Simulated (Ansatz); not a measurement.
Program: Ansatz. Geometries: PBE0-D4/def2-TZVP. ΔE: electronic, gas phase. CCSD(T)/CBS is the MP2 limit (def2-TZVPP, def2-QZVPP) plus CCSD(T) − MP2 in def2-TZVPP, frozen cores. This one scheme is used for every species. DFT in def2-TZVPP. HSE06 is defined as in plane-wave codes. Each species was taken in one conformer, which may not be the lowest.

Reaction (substitution at a C–Cl bond): `OC(Cl)Cl` + CH₃OH → `COC(O)Cl` + HCl

```
        level  ΔE (kcal/mol)  difference from CCSD(T)/CBS
  LDA (SPW92)           -7.5                         -1.1
    r2SCAN-D4           -6.5                         -0.1
       B97M-V           -7.4                         -1.0
   r2SCAN0-D4           -7.1                         -0.7
     HSE06-D4           -6.0                          0.4
      ωB97X-V           -7.4                         -1.0
       B2PLYP           -6.4                          0.0
       revPBE           -3.5                          2.9
         PBE0           -5.7                          0.7
      r2SCAN0           -6.9                         -0.5
        HSE06           -5.6                          0.8
      LC-ωPBE           -7.1                         -0.7
  HF/def2-SVP          -12.5                         -6.1
 MP2/def2-SVP          -10.8                         -4.4
HF/def2-QZVPP           -8.8                         -2.4
MP2/CBS(def2)           -5.3                          1.1
  CCSD(T)/CBS           -6.4                            0
```

(1) What do rigid-rotor, harmonic-oscillator terms from PBE0-D4/def2-TZVP frequencies (298.15 K, 1 bar) make of the CCSD(T)/CBS value? (Estimate.)

Largest T1 diagnostic among the species: 0.011.

## Answers

(1) The calculation gave: ΔZPE = -1.6 kcal/mol, ΔH = -7.7 kcal/mol, ΔS = -25 J/(mol·K), ΔG = -6.0 kcal/mol.

From BLYP to BHLYP (50 % exact exchange), in def2-TZVPP and without D4, ΔE moves by −2.9 kcal/mol. Leaving LDA and LC-ωPBE aside and taking each functional with its dispersion term where it has one, the values, not all of them listed here, spread over 3.2 kcal/mol, from CAM-B3LYP-D4 to revPBE-D4. LDA lies −2.9 kcal/mol from PBE without D4. In def2-TZVPP, CCSD(T) changes the Hartree–Fock value by +0.8 kcal/mol (the triples alone add +0.3 kcal/mol) and MP2 by +2.0 kcal/mol.
